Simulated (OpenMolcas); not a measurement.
# SiH3O (SMILES O[SiH2]): the energy, rung by rung

SiH3O: 5 atoms, total charge 0, spin state doublet. SMILES: `O[SiH2]`. The coordinates come from a GFN2-xTB relaxation. This is one conformer, not always the lowest.

```xyz
5

O     0.5573   -0.4338    0.7985
Si    0.0019    0.3419   -0.5339
H     0.7257   -1.3707    0.8148
H    -1.2448   -0.2536   -1.0008
H    -0.0401    1.7160   -0.0786
```

Quantity: the energy change with the Si2–H4 bond stretched from 1.458 to 1.823 Å, in eV. The values are calculated.

```csv
level,kind,program,value (eV),less FCI/STO-3G,CPU time (all runs)
ROHF/STO-3G,Hartree–Fock,OpenMolcas,1.34,+0.43,4.7 s
USVWN5/STO-3G,LDA,OpenMolcas,0.82,-0.09,10 s
UPBE/STO-3G,GGA,OpenMolcas,0.76,-0.15,12 s
U-r2SCAN/STO-3G,meta-GGA,OpenMolcas,0.87,-0.04,17 s
UB3LYP/STO-3G,global hybrid,OpenMolcas,0.88,-0.03,14 s
"CASSCF(3,3)/STO-3G",multireference,OpenMolcas,0.90,-0.01,4.9 s
ROCCSD(T)/STO-3G,coupled cluster or CI,OpenMolcas,0.86,-0.05,5.2 s
FCI/STO-3G,exact in the basis,OpenMolcas,0.91,0.00,38 s
```

FCI/STO-3G is exact within its basis and frozen core, so for wave-function methods in that basis the difference is their error; functionals converge differently with the basis, so for them it is only a difference. The first shape isn't each level's own minimum. The values span 0.76 to 1.34 eV. All rows use very small basis sets, so even the best lies far from the true value. CPU times are rough (shared hosts, several kinds of processor): they show what a rung costs within a factor of a few.
